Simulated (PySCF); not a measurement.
# Relaxation of doublet AlF₂

Method: UPBE0/[Al def2-TZVP, F def2-TZVP], no relativity, density fitting, PySCF. A (50,194) grid was used.

A hand-made linear start, of D∞h symmetry, held to at least that symmetry:

```xyz
3
charge 0 multiplicity 2, angstrom
Al    0.0000    0.0000    0.0000
F     0.0000    0.0000    1.9000
F     0.0000    0.0000   -1.9000
```

Problem. What does it relax to?

Solution. It ends at D∞h with Al–F 1.656 Å (×2); F–Al–F 180.0° (after a last refinement on a finer grid). A frequency run shows 2 imaginary modes (one degenerate set), down to 301i cm⁻¹, so it is a higher-order saddle point. Other isomers or separated fragments may lie lower.

Problem. How much energy is released, and in how many steps?

Solution. 97.5 kJ/mol in 5 steps.

The relaxation took 5.9 s on 4 threads of a shared Arm Neoverse V1 host, with 99 basis functions and 6 gradients; the process peaked at 0.52 GiB. Launch command: `OMP_NUM_THREADS=4 python axn.py task.json out`.
